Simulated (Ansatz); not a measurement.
# The cluster Ru2Pt2: geometry, orbitals and charge

Aim: characterise the cluster Ru2Pt2 as a singlet: its structure, frontier levels and distribution of charge.

Computed with Ansatz 0.2.0, Gaussian basis. Level: RKS PBE0-D4/def2-TZVP.

Plan: relaxation at r2SCAN-D4/def2-SVP; a search for the lowest solution at PBE0-D4/def2-SVP; a single point at PBE0-D4/def2-TZVP.

6 further runs of the same task are left out: 5 that didn't finish, 1 set aside as unsound or not needed.

## 1. Starting geometry

4 atoms, charge 0, spin multiplicity 1.

Atoms are counted from 1 here; the program's logs count them from 0.

Bond lengths: Pt1–Ru3 2.562 Å, Pt1–Ru4 2.380 Å, Pt2–Ru3 2.563 Å, Pt2–Ru4 2.378 Å, Ru3–Ru4 2.554 Å. Angles: Ru3–Pt1–Ru4 62.1°, Ru3–Pt2–Ru4 62.1°, Pt1–Ru3–Pt2 110.8°, Pt1–Ru3–Ru4 55.4°, Pt2–Ru3–Ru4 55.4°, Pt1–Ru4–Pt2 125.0°, Pt1–Ru4–Ru3 62.5°, Pt2–Ru4–Ru3 62.5°.

Coordinates:

```csv
atom,x (Å),y (Å),z (Å)
Pt1,0.7956,1.4669,1.2944
Pt2,-0.6431,-1.5563,-1.2741
Ru3,-1.1490,0.7126,-0.1942
Ru4,0.9966,-0.6232,0.1740
```

Pt, Ru take a core potential in the def2 sets. No spin-orbit coupling is included.

The start is a GFN2-xTB geometry.

## 2. Relaxation at r2SCAN-D4/def2-SVP

in.yaml

```yaml
crystal:
  periodic: [false, false, false]
  atoms:
    - {symbol: Pt, position_ang: [0.795560, 1.466910, 1.294360]}
    - {symbol: Pt, position_ang: [-0.643100, -1.556300, -1.274120]}
    - {symbol: Ru, position_ang: [-1.149000, 0.712640, -0.194230]}
    - {symbol: Ru, position_ang: [0.996550, -0.623250, 0.173990]}
basis:
  gaussian: {orbitals: def2-SVP}
hamiltonian: {xc: r2scan, dispersion: d4}
scf: {lower_state_search: "off"}
output: {orbitals: {seedname: orbitals}}
relax: {f_tol: 0.02, max_steps: 100}
```

Run with:

```sh
$ ansatz run in.yaml --threads 2 --pin off --events-out ev --progress --plain --max-ram 4352MiB
```

The runs that follow: Searching for the lowest solution, PBE0-D4/def2-SVP; Single point, PBE0-D4/def2-TZVP.

Before running them: what should the planned runs give, taken together? Wanted: point group; commonest bond; HOMO, LUMO at PBE0-D4/def2-TZVP; dipole at r2SCAN-D4/def2-SVP.

The runs gave:

```
                       quantity                            value
                    point group                              C2v
                 commonest bond  Pt–Ru, 4 of mean length 2.446 Å
HOMO, LUMO at PBE0-D4/def2-TZVP                  -5.53, -3.26 eV
   dipole at r2SCAN-D4/def2-SVP                           0.51 D
```

**Reading.** The molecule keeps its bonding pattern by the stored test; the atoms moved 0.57 Å (rms), and the angle Pt1–Ru4–Pt2 went from 125° to 101°. No usable vibrations, so a minimum isn't proven. Whether this spin is the lowest isn't tested here.
